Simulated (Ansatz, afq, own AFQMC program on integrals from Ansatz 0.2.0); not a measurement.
Where AFQMC and coupled cluster stand for GeNH4, quartet

```yaml
atoms:
  - { symbol: Ge, position_ang: [-0.4599, 0.0000, 0.0000] }
  - { symbol: H, position_ang: [-0.9713, 1.4466, 0.0000] }
  - { symbol: H, position_ang: [-0.9713, -0.7233, 1.2528] }
  - { symbol: H, position_ang: [-0.9713, -0.7233, -1.2528] }
  - { symbol: H, position_ang: [1.1871, 0.0000, 0.0000] }
  - { symbol: N, position_ang: [2.5091, 0.0000, 0.0000] }
```

Connectivity, by distances: GeH4 ··· N.

Basis cc-pVTZ. Noble-gas cores (and the filled d shells of Ga–Kr and In–Xe) are frozen. AFQMC by an in-house program on the Cholesky factors that Ansatz 0.2.0 writes for its CCSD(T) run. The CISD trial takes its coefficients from CCSD amplitudes. Released means that phaseless walkers are propagated on without the constraint, phases kept. Error bars are statistical, one sigma. No spin–orbit coupling.

Determinant: UHF, the one that the program's search chose, which needn't be the lowest solution. The geometry is a point of a scan.

No full CI on the walks' own integrals is used here. The released AFQMC energy serves as the reference, which it does only where one determinant dominates, the energy is flat over the last release times and near the phaseless one (40 meV or 2 meV an electron, half that with transition metals). On small molecules, where full CI could be run and the noise was under 10 meV, such values lay within 10 meV of it in 19 cases of 20, a flattering rate, since the rule was set on those same cases; what remains of the bias isn't in the error bar.

Cautions: no relativity below Rb; no spin-orbit coupling; inner d shell frozen; lower spins were not checked; the released value is read at 2.40 1/Eh (meV from the phaseless value at times in 1/Eh: -7 ± 5 at 0.24, -6 ± 6 at 0.51, -11 ± 9 at 0.99, -14 ± 8 at 1.62, -9 ± 5 at 2.40).

The T1 diagnostic is 0.0171 and the weight of the determinant in the CISD state is 0.871. The ⟨S²⟩ of the determinant is 3.789. The size of the correlated space is 13 electrons in 114 orbitals.

(1) Estimate: order these by the size of their error in total energy against AFQMC with the constraint released, smallest first.
A. CCSD(T)
B. phaseless AFQMC with a CISD trial
C. CCSD
D. MP2

(1) B (0.9 ± 0.7 kJ/mol), A (4.0 ± 0.5 kJ/mol), C (26.3 ± 0.5 kJ/mol), D (145.7 ± 0.5 kJ/mol).

Reference: AFQMC with the constraint released, correlation energy -8.423 ± 0.005 eV.

A walk keeps the symmetry of its determinant, which the program's search chose and which needn't be the lowest solution, so a lower state of the same spin and another symmetry isn't excluded. Released energies are given only where the last usable release times agree within the noise; a slower fall can still hide under it.
